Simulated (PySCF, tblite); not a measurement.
# PH₂−: protonation, part 1 of 2

Wanted: protonation for PH₂− (`[PH2-]`).

Programs: tblite 0.8.0 and PySCF 2.14.0, with routines of our own; each step states its level. All values are computed. Atoms count from 0.

### Step 1. The starting structure

3 atoms, charge -1, multiplicity 1; geometry from: start built from the parent or by distance geometry.

### Step 2. Optimising the geometry with GFN2-xTB

The job: settings as JSON, then the geometry in Å.

```
{"job": {"kind": "relax", "xc": "GFN2-xTB", "basis": "xTB"}, "charge": -1, "multiplicity": 1}
P      0.010300     0.543100    -0.005300
H     -1.144300    -0.268100    -0.023000
H      1.157000    -0.280000     0.003200
```

The run is started by

```bash
$ OMP_NUM_THREADS=1 python redox_run.py task.json out
```

The driver reads the jobs from task.json and runs them one after another.

Standard output:

```text
step      E/eV     max force
  0    -100.43380    1.461
  1    -100.49260    1.316
  2    -100.67078    2.030
  3    -100.73398    0.482
  4    -100.74235    0.215
  5    -100.74405    0.005
```

Run time: 0.02 s. Hardware: 1 thread of Arm Neoverse N1, shared host.

The steps of the relaxation:

| step | energy from step 0 (eV) | largest force (eV/Å) |
| --- | --- | --- |
| 0 | 0.0000 | 1.4606 |
| 1 | -0.0588 | 1.3162 |
| 2 | -0.2370 | 2.0301 |
| 3 | -0.3002 | 0.4820 |
| 4 | -0.3085 | 0.2150 |
| 5 | -0.3102 | 0.0051 |

Close pairs (by a distance rule), those that changed most:

| bond | before (Å) | after (Å) | change (Å) |
| --- | --- | --- | --- |
| P0–H2 | 1.412 | 1.344 | -0.067 |
| P0–H1 | 1.411 | 1.344 | -0.067 |

The next job starts from the end point, and lists it.

### Step 3. Vibrational analysis with GFN2-xTB

The job: settings as JSON, then the geometry in Å.

```
{"job": {"kind": "ir", "xc": "GFN2-xTB", "basis": "xTB"}, "charge": -1, "multiplicity": 1}
P      0.010856     0.626205    -0.004809
H     -0.952931    -0.310679    -0.021069
H      0.965037    -0.320601     0.000771
```

Standard output:

```text
mode    cm-1     km/mol
  1    1218.1     11.28
  2    2431.7    442.11
  3    2637.0    230.45
ZPE 37.604  H(298)-E 47.561  G(298)-E -13.664 kJ/mol  S 205.35 J/(mol K)
```

Run time: 0.08 s. Hardware: 1 thread of Arm Neoverse N1, shared host.

Which atoms move in the most intense modes:

| cm⁻¹ | km/mol | atoms |
| --- | --- | --- |
| 1218 | 11.3 | H1 48 %, H2 48 % |
| 2432 | 442.1 | H2 49 %, H1 49 % |
| 2637 | 230.4 | H1 48 %, H2 48 % |

### Step 4. Geometry optimisation at PBE0-D3(BJ)/ma-def2-SVP

The job: settings as JSON, then the geometry in Å.

```
{"job": {"xc": "PBE0", "basis": "ma-def2-SVP", "d3": "d3bj", "grid": 1, "kind": "geom"}, "charge": -1, "multiplicity": 1}
P      0.010856     0.626205    -0.004809
H     -0.952931    -0.310679    -0.021069
H      0.965037    -0.320601     0.000771
```

Standard output:

```text
step   0  E = -342.29882939  max force = 0.062365
step   1  E = -342.30683290  max force = 0.007959
step   2  E = -342.30698276  max force = 0.001978
step   3  E = -342.30699171  max force = 0.000070
optimisation converged
```

It took 1.3 s on 1 thread of Arm Neoverse N1, shared host.

The steps of the relaxation:

| step | energy from step 0 (eV) | largest force component (eV/Å) |
| --- | --- | --- |
| 0 | 0.0000 | 3.2069 |
| 1 | -0.2178 | 0.4093 |
| 2 | -0.2219 | 0.1017 |
| 3 | -0.2221 | 0.0036 |

Close pairs (by a distance rule), those that changed most:

| bond | before (Å) | after (Å) | change (Å) |
| --- | --- | --- | --- |
| P0–H1 | 1.344 | 1.443 | +0.099 |
| P0–H2 | 1.344 | 1.443 | +0.099 |

The final coordinates are the input of the step that follows.

| at the end point | value |
| --- | --- |
| point group (found at 0.08 Å tolerance) | C2v |
| rotational constants (GHz, main isotopes) | 265.8, 232.8, 124.1 |

### Step 5. Harmonic vibrations (PH2−): PBE0-D3(BJ)/ma-def2-SVP

The job: settings as JSON, then the geometry in Å.

```
{"job": {"xc": "PBE0", "basis": "ma-def2-SVP", "d3": "d3bj", "grid": 2, "kind": "hessian"}, "charge": -1, "multiplicity": 1}
P      0.011311     0.662982    -0.005832
H     -1.031417    -0.334065    -0.022965
H      1.043920    -0.344663    -0.000207
```

Standard output:

```text
coarse grid: 2864 points
cycle   1  E = -342.2226574082  dE = -1.821e-01  |g| = 2.905e-01  |ddm| = 1.388e+00
cycle   2  E = -342.2171487173  dE =  5.509e-03  |g| = 3.578e-01  |ddm| = 1.311e+00
cycle   3  E = -342.2704433500  dE = -5.329e-02  |g| = 1.311e-02  |ddm| = 6.227e-01
cycle   4  E = -342.2705060489  dE = -6.270e-05  |g| = 3.012e-03  |ddm| = 2.190e-02
cycle   5  E = -342.2705093659  dE = -3.317e-06  |g| = 8.957e-04  |ddm| = 5.618e-03
final grid: 22672 points
cycle   6  E = -342.3069821437  dE = -2.547e-06  |g| = 2.342e-03  |ddm| = 1.319e-02
cycle   7  E = -342.3069819292  dE =  2.145e-07  |g| = 2.496e-03  |ddm| = 7.964e-03
cycle   8  E = -342.3069843523  dE = -2.423e-06  |g| = 9.202e-05  |ddm| = 4.239e-03
cycle   9  E = -342.3069843559  dE = -3.528e-09  |g| = 1.804e-05  |ddm| = 1.630e-04
cycle  10  E = -342.3069843560  dE = -1.408e-10  |g| = 9.899e-07  |ddm| = 3.539e-05
cycle  11  E = -342.3069843560  dE =  5.684e-14  |g| = 8.281e-08  |ddm| = 2.932e-06
converged SCF energy = -342.3069843560

mode    cm-1
  1    1068.3
  2    2300.2
  3    2311.6
ZPE 33.974  H(298)-E 43.965  G(298)-E -17.826 kJ/mol  S 207.25 J/(mol K)
```

It took 2.9 s on 1 thread of Arm Neoverse N1, shared host.

Zero-point energy 33.97 kJ/mol (xTB gave 37.60).

### Step 6. Single point (PH₂−): M06-2X/ma-def2-TZVP

Geometry: PBE0-D3(BJ)/ma-def2-SVP.

The job: settings as JSON, then the geometry in Å.

```
{"job": {"kind": "sp", "xc": "M06-2X", "basis": "ma-def2-TZVP", "grid": 3}, "charge": -1, "multiplicity": 1}
P      0.011311     0.662982    -0.005832
H     -1.031417    -0.334065    -0.022965
H      1.043920    -0.344663    -0.000207
```

Standard output:

```text
coarse grid: 11360 points
cycle   1  E = -342.4864583738  dE = -2.156e-01  |g| = 2.773e-01  |ddm| = 1.065e+00
cycle   2  E = -342.5016601717  dE = -1.520e-02  |g| = 2.824e-01  |ddm| = 9.261e-01
cycle   3  E = -342.5299313991  dE = -2.827e-02  |g| = 2.092e-02  |ddm| = 3.805e-01
cycle   4  E = -342.5300396672  dE = -1.083e-04  |g| = 4.092e-03  |ddm| = 2.800e-02
cycle   5  E = -342.5300500229  dE = -1.036e-05  |g| = 9.745e-04  |ddm| = 1.029e-02
cycle   6  E = -342.5300508194  dE = -7.964e-07  |g| = 2.255e-04  |ddm| = 2.869e-03
final grid: 38800 points
cycle   7  E = -342.5296189374  dE = -2.684e-06  |g| = 1.030e-03  |ddm| = 4.771e-03
cycle   8  E = -342.5296190573  dE = -1.200e-07  |g| = 5.609e-04  |ddm| = 1.310e-03
cycle   9  E = -342.5296191178  dE = -6.049e-08  |g| = 1.006e-04  |ddm| = 6.462e-04
cycle  10  E = -342.5296191232  dE = -5.372e-09  |g| = 3.742e-05  |ddm| = 2.175e-04
converged SCF energy = -342.5296191232
```

Run time: 1.7 s. Hardware: 1 thread of Arm Neoverse N1, shared host.

The fields below are evaluated on a grid from the run's orbitals.

Frontier orbitals at M06-2X/ma-def2-TZVP, with the share of their density that lies nearest to each atom:

| orbital | energy (eV) | lies on |
| --- | --- | --- |
| HOMO | -0.12 | P0 72 %; H1, H2 about 14 % each |
| LUMO | 4.81 | H1, H2 about 39 % each; P0 22 % |

ELF in a plane through or near 3 of the atoms.

Values, 10 rows by 14 columns:
```
0.00 0.00 0.00 0.00 0.00 0.02 0.05 0.05 0.03 0.01 0.00 0.00 0.00 0.00
0.00 0.00 0.00 0.01 0.09 0.31 0.60 0.64 0.48 0.15 0.03 0.00 0.00 0.00
0.00 0.00 0.00 0.02 0.27 0.65 0.88 0.91 0.81 0.39 0.09 0.00 0.00 0.00
0.00 0.00 0.00 0.04 0.29 0.63 0.26 0.23 0.61 0.41 0.12 0.01 0.00 0.00
0.00 0.00 0.03 0.34 0.71 0.79 0.33 0.81 0.34 0.76 0.57 0.12 0.00 0.00
0.00 0.01 0.19 0.91 1.00 1.00 0.79 0.40 0.98 1.00 0.98 0.65 0.02 0.00
0.00 0.00 0.16 0.93 0.99 0.99 0.61 0.27 0.94 0.99 0.98 0.64 0.01 0.00
0.00 0.00 0.01 0.44 0.84 0.78 0.18 0.07 0.52 0.85 0.72 0.13 0.00 0.00
0.00 0.00 0.00 0.00 0.02 0.02 0.01 0.01 0.02 0.02 0.01 0.00 0.00 0.00
0.00 0.00 0.00 0.00 0.00 0.00 0.00 0.00 0.00 0.00 0.00 0.00 0.00 0.00
```
The map spans 7.3 Å across and 6.5 Å up, centred on the molecule. Atoms in the plane (x, y in Å): P0 (0.0, 0.7), H1 (1.0, -0.3), H2 (-1.0, -0.3).

log10 of the density (e/Å³) in the same plane.

Values, 10 rows by 14 columns:
```
-4.0 -4.0 -3.8 -3.3 -2.9 -2.6 -2.4 -2.4 -2.5 -2.8 -3.1 -3.5 -4.0 -4.0
-4.0 -3.8 -3.3 -2.7 -2.2 -1.8 -1.5 -1.5 -1.6 -2.1 -2.4 -3.0 -3.6 -4.0
-4.0 -3.6 -3.0 -2.3 -1.6 -1.2 -0.8 -0.7 -0.9 -1.5 -2.0 -2.7 -3.4 -3.9
-4.0 -3.3 -2.7 -2.0 -1.1 -0.6  0.0  0.4 -0.3 -1.0 -1.6 -2.4 -3.1 -3.7
-3.9 -3.0 -2.4 -1.5 -0.7 -0.3  0.6  1.6 -0.1 -0.5 -1.1 -1.9 -2.8 -3.4
-3.8 -2.9 -2.2 -1.3 -0.3  0.2 -0.1 -0.2  0.1  0.0 -0.7 -1.7 -2.6 -3.3
-3.9 -3.0 -2.4 -1.5 -0.8 -0.5 -0.8 -0.9 -0.6 -0.7 -1.1 -1.9 -2.8 -3.4
-4.0 -3.3 -2.8 -2.1 -1.6 -1.5 -1.6 -1.7 -1.5 -1.6 -1.8 -2.4 -3.1 -3.7
-4.0 -4.0 -3.5 -3.0 -2.7 -2.6 -2.6 -2.6 -2.6 -2.6 -2.8 -3.2 -3.8 -4.0
-4.0 -4.0 -4.0 -3.9 -3.7 -3.6 -3.5 -3.6 -3.6 -3.7 -3.8 -4.0 -4.0 -4.0
```
The map spans 7.3 Å across and 6.5 Å up, centred on the molecule. Atoms in the plane (x, y in Å): P0 (0.0, 0.7), H1 (1.0, -0.3), H2 (-1.0, -0.3).

On the surface of density 0.002 e/bohr³ the electrostatic potential runs, from the 1st to the 99th percentile, from -6.33 V near P0 to -4.47 V near H1.

### Step 7. Geometry optimisation with GFN2-xTB

This step treats PH₃, `P`.

The job: settings as JSON, then the geometry in Å.

```
{"job": {"kind": "relax", "xc": "GFN2-xTB", "basis": "xTB"}, "charge": 0, "multiplicity": 1}
P      0.027600     0.656900    -0.011100
H     -1.042100    -0.325400    -0.046000
H      1.061400    -0.352300     0.003000
H     -0.081200     1.131700     1.294800
```

Standard output:

```text
step      E/eV     max force
  0    -109.36738    1.557
  1    -109.44186    0.974
  2    -109.55154    1.067
  3    -109.58651    0.899
  4    -109.62755    0.258
  5    -109.62934    0.112
  6    -109.62999    0.076
  7    -109.63036    0.083
  8    -109.63092    0.084
  9    -109.63113    0.049
 10    -109.63119    0.013
 11    -109.63119    0.002
```

Wall time 0.08 s (1 thread of Arm Neoverse N1, shared host).

Relaxation path:

| step | energy from step 0 (eV) | largest force (eV/Å) |
| --- | --- | --- |
| 0 | 0.0000 | 1.5569 |
| 1 | -0.0745 | 0.9743 |
| 2 | -0.1842 | 1.0669 |
| 3 | -0.2191 | 0.8994 |
| 4 | -0.2602 | 0.2581 |
| 5 | -0.2620 | 0.1123 |
| 6 | -0.2626 | 0.0758 |
| 7 | -0.2630 | 0.0832 |
| 8 | -0.2635 | 0.0838 |
| 9 | -0.2638 | 0.0494 |
| 10 | -0.2638 | 0.0134 |
| 11 | -0.2638 | 0.0020 |

Close pairs (by a distance rule), those that changed most:

| bond | before (Å) | after (Å) | change (Å) |
| --- | --- | --- | --- |
| P0–H1 | 1.453 | 1.387 | -0.066 |
| P0–H2 | 1.445 | 1.387 | -0.058 |
| P0–H3 | 1.394 | 1.387 | -0.007 |

The final coordinates are the input of the step that follows.

### Step 8. Harmonic vibrations with GFN2-xTB

The job: settings as JSON, then the geometry in Å.

```
{"job": {"kind": "ir", "xc": "GFN2-xTB", "basis": "xTB"}, "charge": 0, "multiplicity": 1}
P      0.010739     0.668981    -0.112316
H     -0.998184    -0.273686     0.016015
H      0.999778    -0.279014     0.102523
H     -0.046775     0.994584     1.234484
```

Standard output:

```text
mode    cm-1     km/mol
  1    1132.0      7.00
  2    1151.2      3.40
  3    1151.5      3.40
  4    2283.7     74.41
  5    2392.3    127.88
  6    2392.6    127.86
ZPE 62.823  H(298)-E 72.905  G(298)-E 10.468 kJ/mol  S 209.42 J/(mol K)
```

Run time: 0.09 s. Hardware: 1 thread of Arm Neoverse N1, shared host.

Which atoms move in the most intense modes:

| cm⁻¹ | km/mol | atoms |
| --- | --- | --- |
| 1132 | 7.0 | H2 31 %, H1 31 %, H3 31 % |
| 1151 | 3.4 | H2 42 %, H1 40 %, H3 16 % |
| 1152 | 3.4 | H3 50 %, H1 25 %, H2 23 % |
| 2284 | 74.4 | H3 33 %, H2 32 %, H1 32 % |
| 2392 | 127.9 | H3 64 %, H2 21 %, H1 12 % |
| 2393 | 127.9 | H1 53 %, H2 44 % |

### Step 9. Relaxing the molecule at PBE0-D3(BJ)/ma-def2-SVP

This step treats PH₃, `P`.

The job: settings as JSON, then the geometry in Å.

```
{"job": {"xc": "PBE0", "basis": "ma-def2-SVP", "d3": "d3bj", "grid": 1, "kind": "geom"}, "charge": 0, "multiplicity": 1}
P      0.010739     0.668981    -0.112316
H     -0.998184    -0.273686     0.016015
H      0.999778    -0.279014     0.102523
H     -0.046775     0.994584     1.234484
```

Standard output:

```text
step   0  E = -342.89673375  max force = 0.018758
step   1  E = -342.89890989  max force = 0.005052
step   2  E = -342.89902383  max force = 0.000772
step   3  E = -342.89902619  max force = 0.000032
optimisation converged
```

Run time: 1.4 s. Hardware: 1 thread of Arm Neoverse N1, shared host.

Step by step:

| step | energy from step 0 (eV) | largest force component (eV/Å) |
| --- | --- | --- |
| 0 | 0.0000 | 0.9646 |
| 1 | -0.0592 | 0.2598 |
| 2 | -0.0623 | 0.0397 |
| 3 | -0.0624 | 0.0016 |

Close pairs (by a distance rule), those that changed most:

| bond | before (Å) | after (Å) | change (Å) |
| --- | --- | --- | --- |
| P0–H1 | 1.387 | 1.428 | +0.041 |
| P0–H2 | 1.387 | 1.428 | +0.041 |
| P0–H3 | 1.387 | 1.428 | +0.041 |

The next job starts from the end point, and lists it.

| at the end point | value |
| --- | --- |
| point group (found at 0.08 Å tolerance) | C3v |
| rotational constants (GHz, main isotopes) | 132.2, 132.2, 115.9 |
| dipole moment (D) | 0.97 |

### Step 10. Harmonic vibrations (PH₃): PBE0-D3(BJ)/ma-def2-SVP

The job: settings as JSON, then the geometry in Å.

```
{"job": {"xc": "PBE0", "basis": "ma-def2-SVP", "d3": "d3bj", "grid": 2, "kind": "hessian"}, "charge": 0, "multiplicity": 1}
P      0.011906     0.670186    -0.114230
H     -1.037239    -0.291905    -0.001663
H      1.041185    -0.298212     0.090173
H     -0.048010     1.027131     1.267120
```

Standard output:

```text
coarse grid: 3488 points
cycle   1  E = -342.8601873657  dE = -1.903e-01  |g| = 6.547e-02  |ddm| = 1.486e+00
cycle   2  E = -342.8612777493  dE = -1.090e-03  |g| = 5.170e-02  |ddm| = 2.051e-01
cycle   3  E = -342.8622339076  dE = -9.562e-04  |g| = 3.389e-03  |ddm| = 7.843e-02
cycle   4  E = -342.8622369574  dE = -3.050e-06  |g| = 4.477e-04  |ddm| = 6.033e-03
final grid: 28048 points
cycle   5  E = -342.8990223072  dE = -3.660e-06  |g| = 1.746e-03  |ddm| = 1.451e-02
cycle   6  E = -342.8990227136  dE = -4.064e-07  |g| = 1.389e-03  |ddm| = 4.737e-03
cycle   7  E = -342.8990233529  dE = -6.393e-07  |g| = 5.309e-05  |ddm| = 2.164e-03
cycle   8  E = -342.8990233540  dE = -1.133e-09  |g| = 1.301e-05  |ddm| = 7.835e-05
cycle   9  E = -342.8990233541  dE = -6.423e-11  |g| = 2.759e-07  |ddm| = 1.996e-05
converged SCF energy = -342.8990233541

mode    cm-1
  1    1000.6
  2    1129.3
  3    1129.3
  4    2407.8
  5    2429.5
  6    2429.7
ZPE 62.960  H(298)-E 73.090  G(298)-E 10.373 kJ/mol  S 210.35 J/(mol K)
```

Wall time 4.8 s (1 thread of Arm Neoverse N1, shared host); peak memory 0.41 GiB.

Zero-point energy 62.96 kJ/mol (xTB gave 62.82).

### Step 11. Single point (PH3): M06-2X/ma-def2-TZVP

Geometry: PBE0-D3(BJ)/ma-def2-SVP.

The job: settings as JSON, then the geometry in Å.

```
{"job": {"kind": "sp", "xc": "M06-2X", "basis": "ma-def2-TZVP", "grid": 3}, "charge": 0, "multiplicity": 1}
P      0.011906     0.670186    -0.114230
H     -1.037239    -0.291905    -0.001663
H      1.041185    -0.298212     0.090173
H     -0.048010     1.027131     1.267120
```

Standard output:

```text
coarse grid: 13832 points
cycle   1  E = -343.1175299948  dE = -2.071e-01  |g| = 1.034e-01  |ddm| = 1.127e+00
cycle   2  E = -343.1211649426  dE = -3.635e-03  |g| = 3.962e-02  |ddm| = 1.249e-01
cycle   3  E = -343.1216597687  dE = -4.948e-04  |g| = 1.182e-02  |ddm| = 4.649e-02
cycle   4  E = -343.1217070375  dE = -4.727e-05  |g| = 3.374e-03  |ddm| = 1.542e-02
cycle   5  E = -343.1217096859  dE = -2.648e-06  |g| = 3.572e-04  |ddm| = 3.597e-03
final grid: 48608 points
cycle   6  E = -343.1213098203  dE = -3.305e-06  |g| = 1.191e-03  |ddm| = 4.317e-03
cycle   7  E = -343.1213099619  dE = -1.416e-07  |g| = 5.534e-04  |ddm| = 9.763e-04
cycle   8  E = -343.1213100122  dE = -5.038e-08  |g| = 5.332e-05  |ddm| = 4.385e-04
cycle   9  E = -343.1213100135  dE = -1.237e-09  |g| = 1.604e-05  |ddm| = 8.203e-05
converged SCF energy = -343.1213100135
```

Run time: 1.5 s. Hardware: 1 thread of Arm Neoverse N1, shared host; peak memory 0.41 GiB.

### Step 12. Protonation: M06-2X/ma-def2-TZVP

This step combines the energies above: geometries from PBE0-D3(BJ)/ma-def2-SVP, zero-point and thermal terms from PBE0-D3(BJ)/ma-def2-SVP.

The job: settings as JSON, then the geometry in Å.

```
{"job": {"kind": "pa", "geom": {"xc": "PBE0", "basis": "ma-def2-SVP", "d3": "d3bj", "grid": 1}, "hess": 1, "level": {"xc": "M06-2X", "basis": "ma-def2-TZVP", "grid": 3}}, "charge": -1, "multiplicity": 1}
P      0.011311     0.662982    -0.005832
H     -1.031417    -0.334065    -0.022965
H      1.043920    -0.344663    -0.000207
```

Output (the driver's rows laid out field by field):

```text
protonation site by site, M06-2X/ma-def2-TZVP // PBE0-D3(BJ)/ma-def2-SVP

row 1
  formula                 H3P
  charge                  0
  multiplicity            1
  smiles                  P
  kept                    yes
  pieces                  1
  point_group             C3v
  atom                    0
  element                 P
  electronic              1553.48
  enthalpy                1530.56
  free_energy             1499.0
  share_gas               1.0
```

It took 14 s on 1 thread of Arm Neoverse N1, shared host; peak memory 0.41 GiB.

Energy given off on adding a proton (kJ/mol, gas phase, 298 K for the thermal columns):

| site | product | electronic | enthalpy | free energy |
| --- | --- | --- | --- | --- |
| P0 | P | 1553.5 | 1530.6 | 1499.0 |

### Step 13. Single point (PH2−): wavefunction

Geometry: PBE0-D3(BJ)/ma-def2-SVP.

The job: settings as JSON, then the geometry in Å.

```
{"job": {"kind": "sp", "xc": "CCSD(T)", "basis": "aug-cc-pVTZ", "grid": 2}, "charge": -1, "multiplicity": 1}
P      0.011311     0.662982    -0.005832
H     -1.031417    -0.334065    -0.022965
H      1.043920    -0.344663    -0.000207
```

With the program's defaults for keys left out, this is: wavefunction single point, frozen core, gas phase.

Standard output:

```text
final grid: 22672 points
cycle   1  E = -341.8571173483  dE = -3.043e-01  |g| = 2.314e-01  |ddm| = 2.321e+00
cycle   2  E = -341.8853544049  dE = -2.824e-02  |g| = 1.084e-01  |ddm| = 7.575e-01
cycle   3  E = -341.8889119729  dE = -3.558e-03  |g| = 2.144e-02  |ddm| = 2.028e-01
cycle   4  E = -341.8893744395  dE = -4.625e-04  |g| = 6.644e-03  |ddm| = 8.869e-02
cycle   5  E = -341.8894351782  dE = -6.074e-05  |g| = 1.544e-03  |ddm| = 2.975e-02
cycle   6  E = -341.8894391830  dE = -4.005e-06  |g| = 3.275e-04  |ddm| = 8.644e-03
cycle   7  E = -341.8894393848  dE = -2.018e-07  |g| = 9.674e-05  |ddm| = 2.099e-03
cycle   8  E = -341.8894394002  dE = -1.548e-08  |g| = 2.648e-05  |ddm| = 5.576e-04
cycle   9  E = -341.8894394012  dE = -9.971e-10  |g| = 4.499e-06  |ddm| = 1.650e-04
converged SCF energy = -341.8894394012
E(HF, exact integrals) = -341.8892768827
E(MP2) = -342.0711589224
E(CCSD) = -342.0939897304
E(CCSD(T)) = -342.1034506665
T1 diagnostic = 0.0133
```

Wall time 11 s (1 thread of Arm Neoverse N1, shared host); peak memory 0.68 GiB.

### Step 14. Single point (PH3): wavefunction

Geometry: PBE0-D3(BJ)/ma-def2-SVP.

The job: settings as JSON, then the geometry in Å.

```
{"job": {"kind": "sp", "xc": "CCSD(T)", "basis": "aug-cc-pVTZ", "grid": 2}, "charge": 0, "multiplicity": 1}
P      0.011906     0.670186    -0.114230
H     -1.037239    -0.291905    -0.001663
H      1.041185    -0.298212     0.090173
H     -0.048010     1.027131     1.267120
```

Method: wavefunction single point, frozen core, gas phase.

Standard output:

```text
final grid: 28048 points
cycle   1  E = -342.4722023143  dE = -2.835e-01  |g| = 1.584e-01  |ddm| = 2.841e+00
cycle   2  E = -342.4856515718  dE = -1.345e-02  |g| = 4.877e-02  |ddm| = 2.869e-01
cycle   3  E = -342.4872194774  dE = -1.568e-03  |g| = 1.549e-02  |ddm| = 9.639e-02
cycle   4  E = -342.4874303574  dE = -2.109e-04  |g| = 2.981e-03  |ddm| = 4.142e-02
cycle   5  E = -342.4874393683  dE = -9.011e-06  |g| = 4.580e-04  |ddm| = 1.151e-02
cycle   6  E = -342.4874395589  dE = -1.906e-07  |g| = 5.269e-05  |ddm| = 1.791e-03
cycle   7  E = -342.4874395613  dE = -2.317e-09  |g| = 1.162e-05  |ddm| = 1.723e-04
converged SCF energy = -342.4874395613
E(HF, exact integrals) = -342.4874374408
E(MP2) = -342.6610073246
E(CCSD) = -342.6890392529
E(CCSD(T)) = -342.6962139836
T1 diagnostic = 0.0136
```

It took 28 s on 1 thread of Arm Neoverse N1, shared host; peak memory 1.1 GiB.

### Step 15. Protonation: CCSD(T)/aug-cc-pVTZ

This step combines the energies above: geometries from PBE0-D3(BJ)/ma-def2-SVP, zero-point and thermal terms from PBE0-D3(BJ)/ma-def2-SVP.

The job: settings as JSON, then the geometry in Å.

```
{"job": {"kind": "pa", "geom": {"xc": "PBE0", "basis": "ma-def2-SVP", "d3": "d3bj", "grid": 1}, "hess": 1, "level": {"xc": "CCSD(T)", "basis": "aug-cc-pVTZ"}}, "charge": -1, "multiplicity": 1}
P      0.011311     0.662982    -0.005832
H     -1.031417    -0.334065    -0.022965
H      1.043920    -0.344663    -0.000207
```

Output (the driver's rows laid out field by field):

```text
protonation site by site, CCSD(T)/aug-cc-pVTZ // PBE0-D3(BJ)/ma-def2-SVP

row 1
  formula                 H3P
  charge                  0
  multiplicity            1
  smiles                  P
  kept                    yes
  pieces                  1
  point_group             C3v
  atom                    0
  element                 P
  electronic              1556.3
  enthalpy                1533.37
  free_energy             1501.81
  share_gas               1.0
```

It took 39 s on 1 thread of Arm Neoverse N1, shared host; peak memory 1.1 GiB.

Energy given off on adding a proton (kJ/mol, gas phase, 298 K for the thermal columns):

| site | product | electronic | enthalpy | free energy |
| --- | --- | --- | --- | --- |
| P0 | P | 1556.3 | 1533.4 | 1501.8 |

### Step 16. Single point (PH2−): wavefunction

Geometry: PBE0-D3(BJ)/ma-def2-SVP.

The job: settings as JSON, then the geometry in Å.

```
{"job": {"kind": "sp", "xc": "MP2", "basis": "aug-cc-pVTZ", "grid": 2}, "charge": -1, "multiplicity": 1}
P      0.011311     0.662982    -0.005832
H     -1.031417    -0.334065    -0.022965
H      1.043920    -0.344663    -0.000207
```

Level: wavefunction single point, frozen core, gas phase.

Standard output:

```text
final grid: 22672 points
cycle   1  E = -341.8571173483  dE = -3.043e-01  |g| = 2.314e-01  |ddm| = 2.321e+00
cycle   2  E = -341.8853544049  dE = -2.824e-02  |g| = 1.084e-01  |ddm| = 7.575e-01
cycle   3  E = -341.8889119729  dE = -3.558e-03  |g| = 2.144e-02  |ddm| = 2.028e-01
cycle   4  E = -341.8893744395  dE = -4.625e-04  |g| = 6.644e-03  |ddm| = 8.869e-02
cycle   5  E = -341.8894351782  dE = -6.074e-05  |g| = 1.544e-03  |ddm| = 2.975e-02
cycle   6  E = -341.8894391830  dE = -4.005e-06  |g| = 3.275e-04  |ddm| = 8.644e-03
cycle   7  E = -341.8894393848  dE = -2.018e-07  |g| = 9.674e-05  |ddm| = 2.099e-03
cycle   8  E = -341.8894394002  dE = -1.548e-08  |g| = 2.648e-05  |ddm| = 5.576e-04
cycle   9  E = -341.8894394012  dE = -9.971e-10  |g| = 4.499e-06  |ddm| = 1.650e-04
converged SCF energy = -341.8894394012
E(HF, exact integrals) = -341.8892768827
E(MP2) = -342.0711589279
```

Wall time 1.6 s (1 thread of Arm Neoverse N1, shared host); peak memory 0.39 GiB.

(Continued in part 2 of 2.)
